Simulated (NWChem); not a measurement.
Everything below was run with NWChem. System: tetrafluoroethylene (C2F4), charge 0, spin multiplicity 1, at a geometry optimised with PBE0/def2-SVP. Level: MP2/def2-SVP, 6 core orbitals frozen.

Input file:

```
start mol
memory heap 200 mb stack 900 mb global 1100 mb
geometry units angstroms nocenter noautoz
  F      1.095496     0.000000     1.380695
  C      0.000000     0.000000     0.664677
  F     -1.095496     0.000000     1.380695
  C      0.000000     0.000000    -0.664677
  F     -1.095496     0.000000    -1.380695
  F      1.095496     0.000000    -1.380695
  symmetry group D2h
end
basis spherical
  * library def2-svp
end
scf
  rhf
  nopen 0
  maxiter 100
  thresh 1e-7
  semidirect memsize 60000000 filesize 0
end
mp2
  freeze core 6
end
task mp2 energy
```

NWChem printed:

```
             Northwest Computational Chemistry Package (NWChem) 7.3.0
             --------------------------------------------------------

                                NWChem Input Module
                                -------------------

 Scaling coordinates for geometry "geometry" by  1.889725989
 (inverse scale =  0.529177249)

 Turning off AUTOSYM since
 SYMMETRY directive was detected!

                             Geometry "geometry" -> ""
                             -------------------------

 Output coordinates in angstroms (scale by  1.889725989 to convert to a.u.)

  No.       Tag          Charge          X              Y              Z
 ---- ---------------- ---------- -------------- -------------- --------------
    1 F                    9.0000     1.09549600     0.00000000     1.38069500
    2 C                    6.0000     0.00000000     0.00000000     0.66467700
    3 F                    9.0000    -1.09549600     0.00000000     1.38069500
    4 C                    6.0000     0.00000000     0.00000000    -0.66467700
    5 F                    9.0000    -1.09549600     0.00000000    -1.38069500
    6 F                    9.0000     1.09549600     0.00000000    -1.38069500

 Effective nuclear repulsion energy (a.u.)     245.4220696291

            Nuclear Dipole moment (a.u.)
            ----------------------------
        X                 Y               Z
 ---------------- ---------------- ----------------
     0.0000000000     0.0000000000     0.0000000000

      Symmetry information
      --------------------

 Group name             D2h
 Group number             26
 Group order               8
 No. of unique centers     2

      Symmetry unique atoms

     1    2


 Summary of "ao basis" -> "" (spherical)
 ------------------------------------------------------------------------------
       Tag                 Description            Shells   Functions and Types
 ---------------- ------------------------------  ------  ---------------------
 *                          def2-svp                  on all atoms

 Summary of "ao basis" -> "ao basis" (spherical)
[...]
     1   1 0 0      0.000000      0.000000      0.000000
     1   0 1 0     -0.000000      0.000000      0.000000
     1   0 0 1     -0.000000      0.000000      0.000000

     2   2 0 0    -24.709456      0.000000    154.284311
     2   1 1 0      0.000000      0.000000      0.000000
     2   1 0 1      0.000000      0.000000      0.000000
     2   0 2 0    -21.583807      0.000000      0.000000
     2   0 1 1      0.000000      0.000000      0.000000
     2   0 0 2    -24.490145      0.000000    264.005281

                   NWChem MP2 Semi-direct Energy/Gradient Module
                   ---------------------------------------------

  Basis functions       =     84
  Molecular orbitals    =     84
  Frozen core           =      6
  Frozen virtuals       =      0
  Active alpha occupied =     18
  Active beta occupied  =     18
  Active alpha virtual  =     60
  Active beta virtual   =     60
  Use MO symmetry       = T
  Use skeleton AO sym   = T

  AO/Fock/Back tols     =   1.0D-09  1.0D-09  1.0D-09

 GA uses MA = F    GA memory limited = T

 Available:
  local mem=  1.26D+08
 global mem=  1.44D+08
 local disk=  0.00D+00
  mp2_memr nvloc                    60
  nvloc new                    60
   1 passes of  18:        3145728                      41934                  12225217.
   1 passes of  18: M    126148648           G      144165088           F     123002920.

 Semi-direct pass number   1 of   1  for RHF alpha+beta  at        0.7s
  vrange nnbf                  3326
  mp2_eaftype                    46  avail_ma_in_mb                  1099
 EAF : mp2_eaftype filesize          46    6112608.
  mp2_eaf for mointskh                     46
Node 0 wrote     28.7 Mb in      0.0 s     Agg I/O rate:  1016.6 Mb/s
 Done moints_semi at        2.4s
  mp2_eaftype                    46  avail_ma_in_mb                  1053
 EAF : mp2_eaftype filesize          46    6112608.
  mp2_eaf for kh                    46
 Done maket at        2.7s
 Done multipass loop at        2.7s

          -------------------------------------------
          SCF energy                -473.037123187575
          Correlation energy          -0.979779030422
          Singlet pairs               -0.574330022136
          Triplet pairs               -0.405449008286
          Total MP2 energy          -474.016902217996
          -------------------------------------------

          ---------------------------------------------------
                    Spin Component Scaled (SCS) MP2
          Same spin pairs                     -0.270299338857
          Same spin scaling factor             0.333333333333
          Opposite spin pairs                 -0.709479691564
          Opposite spin scaling fact.          1.200000000000
          SCS-MP2 correlation energy          -0.941475409496
          Total SCS-MP2 energy              -473.978598597071
          ---------------------------------------------------

 -----------------------
 Performance information
 -----------------------

 Timer overhead =  1.39D-07 seconds/call

               Nr. of calls         CPU time (s)                 Wall time (s)                GFlops
             ---------------    -------------------     ------------------------------   -------------------
Name         Min   Avg   Max    Min     Avg     Max     Min     Avg     Max   Mx/calls   Min     Max     Sum
mp2: moin     1     1     1    1.8     1.8     1.8      1.8     1.8     1.8     1.8      0.0     0.0     0.0
mp2: make     1     1     1   0.27    0.27    0.27     0.27    0.27    0.27    0.27      0.0     0.0     0.0
mp2: tota     1     1     1    2.1     2.1     2.1      2.1     2.1     2.1     2.1      0.0     0.0     0.0

 The average no. of pstat calls per process was 3.00D+00
 with a timing overhead of 4.18D-07s

 Task  times  cpu:        2.7s     wall:        2.7s

 Total times  cpu:        2.7s     wall:        2.7s
```
